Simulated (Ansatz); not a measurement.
# K7NaCl8: short dynamics, then relaxation

A packing of 16 atoms, thrown in at random and pushed apart as soft spheres with like charges further apart (8 Cl, 7 K, 1 Na) went through Langevin stages in a fixed cell of 33.36 Å³/atom, at one k point, without spin and with a Fermi–Dirac width of kT (0.05 eV at least). The calculation used DFT PBE, scalar-relativistic, plane waves, PAW (Ansatz 0.2.0).

| thermostat (K) | duration (fs) | friction (1/fs) | cutoff (eV) | mean T (K) | mean P (GPa) | mean square displacement (Å²) |
| --- | --- | --- | --- | --- | --- | --- |
| 1600 | 72 | 0.030 | 320 | 1906 | 3.8 | 0.30 |
| 1600 | 750 | 0.030 | 420 | 1608 | 3.2 | 1.80 |
| 1150 | 750 | 0.030 | 420 | 1108 | 2.3 | 0.92 |
| 640 | 750 | 0.030 | 420 | 671 | 1.6 | 0.55 |
| 300 | 750 | 0.030 | 420 | 275 | 0.7 | 0.32 |

Means run over the second half of a stage; pressure includes the kinetic part; displacements count from the stage's start, the atoms' common shift taken off. In so short a run the atoms moved about a bond length or less in the hot stages, so this is an annealed packing, not a quenched equilibrium liquid.

Cell and atoms were then relaxed on coarser meshes and computed once more: Cutoff 420 eV; k points 3×3×2 on the computed 16-atom cell (Γ-centred); Gaussian smearing, width 0.02 eV; no spin polarisation.

**Question.** What structure is left?

**Answer.** One draw of many: 31.44 Å³/atom with a gap on the mesh of 4.92 eV, 1.94 eV/atom below the elements' standard states (static lattices, no corrections for gases) (a packing that fell into a crystal (P2/m at 0.1 Å)).

Counting as bonded all pairs within 1.2 times the summed covalent radii, but none from a metal cation to another cation:

| atom → neighbour | mean count | mean length (Å) | spread (Å) |
| --- | --- | --- | --- |
| Cl → K | 5.25 | 3.18 | 0.04 |
| Cl → Na | 0.75 | 3.04 | 0.03 |
| K → Cl | 6.00 | 3.18 | 0.04 |
| Na → Cl | 6.00 | 3.04 | 0.03 |

Angles between all pairs of such bonds at an atom (mean ± spread): 103 ± 25° at Cl, 108 ± 35° at K, 108 ± 36° at Na.

```
Na Cl K
1.0
     7.54713   -0.04486    0.00129
    -0.04611    7.64270   -0.01512
     0.01190   -0.02624    8.72025
Na Cl K
1 8 7
Cartesian
  4.2816 1.4543 7.4555
  3.0603 3.2989 5.3621
  6.6759 3.2600 7.4655
  5.4680 7.2481 0.8492
  6.8154 3.3947 3.1069
  1.7058 7.1606 3.0974
  5.4646 7.2513 5.3612
  3.0556 3.3069 0.8385
  1.8553 7.2728 7.4532
  0.4895 5.2965 5.3335
  0.5112 1.4727 5.3045
  0.4865 5.3044 0.8689
  4.2829 1.4553 3.1028
  0.5045 1.4847 0.9075
  4.2607 5.2772 3.1020
  4.2676 5.2709 7.4652
```

An odd mesh misses points on the zone edge, so a gap read on it can be too wide.

Cost: 6 runs of about 37 core-minutes in all (earlier runs that led there not counted), on Arm Neoverse V1 (shared hosts).